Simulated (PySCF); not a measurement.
These are TPSSh-D3(BJ)/def2-TZVP // PBE0-D3(BJ)/def2-TZVP (PySCF) values and carry that method's errors. All species are isolated molecules in the gas phase. 

Reference species (SMILES): `C` (neutral, multiplicity 1).

The hole reorganisation energy (four-point) is 3.102 eV, the HOMO comes out as -10.24 eV and the HOMO–LUMO gap is 11.68 eV.

After one change: the hole reorganisation energy (four-point) falls by 1.843 eV; the HOMO rises by 3.03 eV; the HOMO–LUMO gap falls by 4.94 eV.

### Question
Name the change that produced these shifts. The new species is one of these.
A) `[BiH3]`
B) `I`
C) `[MgH2]`
D) `Br`

### Answer
A, `[BiH3]`
